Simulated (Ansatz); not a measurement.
CsAuBr₃ (I4/mmm, No. 139) was calculated with r²SCAN (Ansatz, a program for electronic structure, PAW).

Run with plane-wave cutoff 560 eV, 6×6×6 k mesh, Fermi–Dirac smearing 0.01 eV, scalar-relativistic PAW data made under PBE.

Cell (relaxed at this level):

AuCsBr3 is taken in the tetragonal space group I4/mmm (No. 139), Pearson symbol tI20. Lattice parameters: a = b = 7.798 Å, c = 11.483 Å, α = β = γ = 90.00°. Au1 on 2b is coordinated by 2 Br at 2.443 Å and 4 Br at 3.023 Å (octahedral). Au2 on 2a is surrounded by 4 Br at 2.492 Å and 2 Br at 3.299 Å (octahedral). Cs on 4d sees 12 Br at 3.923–3.989 Å. Br1 on 4e is coordinated by 1 Au at 2.443 Å and 1 Au at 3.299 Å and 4 Cs at 3.923 Å (octahedral). Br2 on 8h is surrounded by 1 Au at 2.492 Å and 1 Au at 3.023 Å and 4 Cs at 3.989 Å (octahedral). (Neighbours: up to the widest gap in distance over summed covalent radii, below 1.35, at either atom; cation-cation and far metal-metal contacts left out.)
(The calculation used a cell of 10 atoms; values per cell refer to that cell.)

Task: Predict the band gap, direct gap at Γ and bulk modulus.

Result: 
- band gap: 0.72 eV (on the SCF k mesh)
- direct gap at Γ: 2.19 eV
- bulk modulus: 14.8 GPa

Note: the bulk modulus is −V dP/dV from two relaxed cells at ±2 % in volume.

Spin–orbit coupling is not included; with these elements it can move the gap by several tenths of an eV or more.
